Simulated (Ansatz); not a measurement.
Geometry optimisation of C$_{2}$H$_{6}$O$_{3}$ (`OCOCO`).

```yaml
crystal:
  periodic: [false, false, false]
  atoms:
    - {symbol: O, position_ang: [-1.410146, 0.451469, 0.898430]}
    - {symbol: C, position_ang: [-0.735329, -0.754829, 0.725111]}
    - {symbol: O, position_ang: [0.682365, -0.620261, 0.556392]}
    - {symbol: C, position_ang: [1.057301, 0.490679, -0.215340]}
    - {symbol: O, position_ang: [0.369173, 0.578594, -1.448390]}
    - {symbol: H, position_ang: [-1.483228, 0.851069, 0.007811]}
    - {symbol: H, position_ang: [-0.863552, -1.356786, 1.647811]}
    - {symbol: H, position_ang: [-1.146215, -1.330580, -0.142213]}
    - {symbol: H, position_ang: [0.827355, 1.446149, 0.306885]}
    - {symbol: H, position_ang: [2.159697, 0.397063, -0.341941]}
    - {symbol: H, position_ang: [0.607878, -0.209668, -1.973857]}
basis:
  gaussian: {orbitals: def2-TZVP}
hamiltonian: {xc: pbe0, dispersion: d4}
relax: {f_tol: 0.005, max_steps: 150}
```

```sh
$ ansatz run in.yaml --threads 4 --pin off --events-out ev --progress --plain --max-ram 10444MiB
```

It prints (some lines left out):

```
Functional definition: PBE0
mean field -8306.76590169 eV, -305.2680163591 hartree, gradient 5.7e-5 eV, S^2 0.000000; 0 other end points of the search recorded, 0 dependent functions left out
relax step   1: F+E_penalty+E_count = -8306.90712333 eV  Δ(F+E_penalty+E_count) = +0.000e0 eV  max|allowed force component| = 7.775e-1 eV/Å  Δτ_max = 0.0000 Å  (27 SCF iters, accepted)
mean field -8306.81443163 eV, -305.2697998013 hartree, gradient 9.0e-6 eV, S^2 0.000000; 0 other end points of the search recorded, 0 dependent functions left out
relax step   2: F+E_penalty+E_count = -8306.95565613 eV  Δ(F+E_penalty+E_count) = -4.853e-2 eV  max|allowed force component| = 2.793e-1 eV/Å  Δτ_max = 0.0394 Å  (31 SCF iters, accepted)
mean field -8306.82482604 eV, -305.2701817887 hartree, gradient 9.8e-6 eV, S^2 0.000000; 0 other end points of the search recorded, 0 dependent functions left out
relax step   3: F+E_penalty+E_count = -8306.96582412 eV  Δ(F+E_penalty+E_count) = -1.017e-2 eV  max|allowed force component| = 9.629e-2 eV/Å  Δτ_max = 0.0520 Å  (31 SCF iters, accepted)
mean field -8306.83056092 eV, -305.2703925419 hartree, gradient 9.1e-6 eV, S^2 0.000000; 0 other end points of the search recorded, 0 dependent functions left out
relax step   4: F+E_penalty+E_count = -8306.97111529 eV  Δ(F+E_penalty+E_count) = -5.291e-3 eV  max|allowed force component| = 6.157e-2 eV/Å  Δτ_max = 0.1045 Å  (31 SCF iters, accepted)
mean field -8306.83504227 eV, -305.2705572283 hartree, gradient 1.1e-5 eV, S^2 0.000000; 0 other end points of the search recorded, 0 dependent functions left out
relax step   5: F+E_penalty+E_count = -8306.97450044 eV  Δ(F+E_penalty+E_count) = -3.385e-3 eV  max|allowed force component| = 1.976e-1 eV/Å  Δτ_max = 0.1476 Å  (30 SCF iters, accepted)
mean field -8306.83744441 eV, -305.2706455055 hartree, gradient 9.6e-6 eV, S^2 0.000000; 0 other end points of the search recorded, 0 dependent functions left out
relax step   6: F+E_penalty+E_count = -8306.97686808 eV  Δ(F+E_penalty+E_count) = -2.368e-3 eV  max|allowed force component| = 7.003e-2 eV/Å  Δτ_max = 0.0112 Å  (32 SCF iters, accepted)
mean field -8306.83839449 eV, -305.2706804202 hartree, gradient 9.8e-6 eV, S^2 0.000000; 0 other end points of the search recorded, 0 dependent functions left out
relax step   7: F+E_penalty+E_count = -8306.97766674 eV  Δ(F+E_penalty+E_count) = -7.987e-4 eV  max|allowed force component| = 2.314e-2 eV/Å  Δτ_max = 0.0414 Å  (31 SCF iters, accepted)
mean field -8306.83959185 eV, -305.2707244223 hartree, gradient 9.7e-6 eV, S^2 0.000000; 0 other end points of the search recorded, 0 dependent functions left out
relax step   8: F+E_penalty+E_count = -8306.97849257 eV  Δ(F+E_penalty+E_count) = -8.258e-4 eV  max|allowed force component| = 3.573e-2 eV/Å  Δτ_max = 0.0486 Å  (30 SCF iters, accepted)
mean field -8306.84015981 eV, -305.2707452946 hartree, gradient 9.6e-6 eV, S^2 0.000000; 0 other end points of the search recorded, 0 dependent functions left out
relax step   9: F+E_penalty+E_count = -8306.97873363 eV  Δ(F+E_penalty+E_count) = -2.411e-4 eV  max|allowed force component| = 2.462e-2 eV/Å  Δτ_max = 0.0410 Å  (30 SCF iters, accepted)
mean field -8306.84028794 eV, -305.2707500031 hartree, gradient 9.8e-6 eV, S^2 0.000000; 0 other end points of the search recorded, 0 dependent functions left out
relax step  10: F+E_penalty+E_count = -8306.97878184 eV  Δ(F+E_penalty+E_count) = -4.820e-5 eV  max|allowed force component| = 1.321e-2 eV/Å  Δτ_max = 0.0120 Å  (32 SCF iters, accepted)
mean field -8306.84033825 eV, -305.2707518520 hartree, gradient 9.8e-6 eV, S^2 0.000000; 0 other end points of the search recorded, 0 dependent functions left out
relax step  11: F+E_penalty+E_count = -8306.97879170 eV  Δ(F+E_penalty+E_count) = -9.867e-6 eV  max|allowed force component| = 3.711e-3 eV/Å  Δτ_max = 0.0063 Å  (32 SCF iters, accepted)
mean field -8306.84033825 eV, -305.2707518520 hartree, gradient 9.8e-6 eV, S^2 0.000000; 1 other end points of the search recorded, 0 dependent functions left out
Total energy: -8306.97881867 eV, -305.2758409138 hartree
Atom 0 at    -1.389823     0.425782     1.176030 Å, force     0.002683    -0.003711     0.000237 eV/Å
Atom 1 at    -0.743460    -0.714424     0.704338 Å, force    -0.000235    -0.000064     0.003570 eV/Å
Atom 2 at     0.647228    -0.552673     0.558595 Å, force    -0.000735    -0.000313    -0.000067 eV/Å
Atom 3 at     1.029389     0.488321    -0.288423 Å, force    -0.001065     0.001647    -0.001796 eV/Å
Atom 4 at     0.528371     0.359479    -1.588550 Å, force     0.001287    -0.000580     0.001178 eV/Å
Atom 5 at    -1.672891     0.956018     0.427175 Å, force    -0.001300     0.002461    -0.002518 eV/Å
Atom 6 at    -0.856173    -1.494415     1.456628 Å, force    -0.000683    -0.001457     0.001622 eV/Å
Atom 7 at    -1.180730    -1.040585    -0.246326 Å, force    -0.000506     0.001054    -0.001644 eV/Å
Atom 8 at     0.658226     1.450382     0.076067 Å, force     0.000308     0.001052     0.000228 eV/Å
Atom 9 at     2.122847     0.486620    -0.266408 Å, force     0.000419    -0.000166    -0.000201 eV/Å
Atom 10 at     0.922315    -0.421606    -1.988428 Å, force    -0.000173     0.000076    -0.000609 eV/Å
Dipole moment:     0.049383    -0.104131    -0.341628 e Å
```

Run time 28 s (4 threads of an Arm Neoverse V1 on a shared host); peak host memory 0.43 GiB.
